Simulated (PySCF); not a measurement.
## AlN⁻: frontier orbitals

PBE0 at R = 1.777 Å; basis Al def2-TZVPPD, N def2-TZVPPD; no relativity; PySCF 2.14. State: ²Π (doublet), unpaired electrons π ↑. Only the outer orbitals are listed, counted within each symmetry.

```
spin  orbital  occ.  ε (eV)  on Al (%)           main shells (%)
   α       5σ     1  -14.06         14                    85 N s
   α       6σ     1   -3.04         60           60 Al s, 36 N p
   α       2π     1   -2.16         18           82 N p, 13 Al p
   α       2π     1   -0.90         25           75 N p, 20 Al p
   α       7σ     1   -0.33         56  35 N p, 30 Al p, 25 Al s
   α       3π     0    3.76         98          88 Al p, 10 Al d
   α       3π     0    4.07         94  78 Al p, 16 Al d, 10 N p
   β       5σ     1  -12.26         17            81 N s, 9 Al s
   β       6σ     1   -2.69         69           68 Al s, 26 N p
   β       2π     1   -0.22         37           63 N p, 32 Al p
   β       7σ     1   -0.06         49  39 N p, 31 Al p, 17 Al s
   β       2π     0    2.44         70           68 Al p, 31 N p
   β       3π     0    4.11         87  66 Al p, 22 Al d, 17 N p
```

Which are the highest filled and the lowest empty level, where do they sit, and how wide is the gap?

Highest filled β 7σ at -0.06 eV (in %: 39 N p, 31 Al p, 17 Al s); lowest empty β 2π at 2.44 eV (in %: 68 Al p, 31 N p); the gap at PBE0 is 2.50 eV. An empty level above zero is unbound, and its energy depends on the basis.

The bond order (Mayer) is 1.99 and the ⟨S²⟩ is 0.769. The charge on Al (Mulliken, basis-dependent) is -0.47. The charge on Al (Löwdin, basis-dependent) is -0.44 and the dipole moment (positive dipole points towards N; it is taken about the centre of mass and depends on that origin) is -1.27 D.

The state is the lowest determinant that a PBE0 search found; another state may lie lower at other levels.
